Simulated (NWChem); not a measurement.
# ammonia (NH3); SMILES N

```xyz
4

N      0.0000     0.0000     0.1315
H      0.6642     0.6642    -0.2639
H      0.2431    -0.9073    -0.2639
H     -0.9073     0.2431    -0.2639
```
Atoms are numbered in this order, from 1.

Results from NWChem. Coordinates come from a B3LYP/6-31G* (spherical d) optimisation. GIAO values for the isolated, static molecule; σ is the absolute isotropic shielding.

### Question
Estimate the computed values for Hartree-Fock/pcSseg-2. Quantities: σ N1 (ppm); σ H2 (ppm).

### Answer
```yaml
"σ N1 (ppm)": 260.6
"σ H2 (ppm)": 31.38
```
